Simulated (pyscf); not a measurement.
Thermochemistry of product channels of H₂B–NH–NH₂ (SMILES BNN) on the singlet surface, in eV, from ωB97M-D3(BJ)/def2-TZVP energies (ideal gas, 1 atm, RRHO with modes under 100 cm⁻¹ raised to 100, one conformer, R ln 2 for rigid chiral ones). Optimised with ωB97X-D3(BJ)/def2-SVP in PySCF.

| products | ΔE | ΔH(298 K) | ΔG(298 K) | ΔG(600 K) |
|---|---|---|---|---|
| H₂N–BH–NH₂ (SMILES NBN) | [?] | -2.65 | -2.63 | -2.62 |
| H₂B–N=NH (SMILES BN=N) + H₂ (SMILES [H][H]) | +2.04 | +1.69 | +1.33 | [?] |

Question: Complete the blanks.

Answer: 
- H₂N–BH–NH₂ (SMILES NBN), ΔE: -2.67
- H₂B–N=NH (SMILES BN=N) + H₂ (SMILES [H][H]), ΔG(600 K): +0.95

These are energies of the channels, which say nothing of barriers. H₂B–N=NH lies 2.62 eV over its isomer HN=B–NH₂, and others may lie lower still (electronic energy, ωB97M-D3(BJ)).
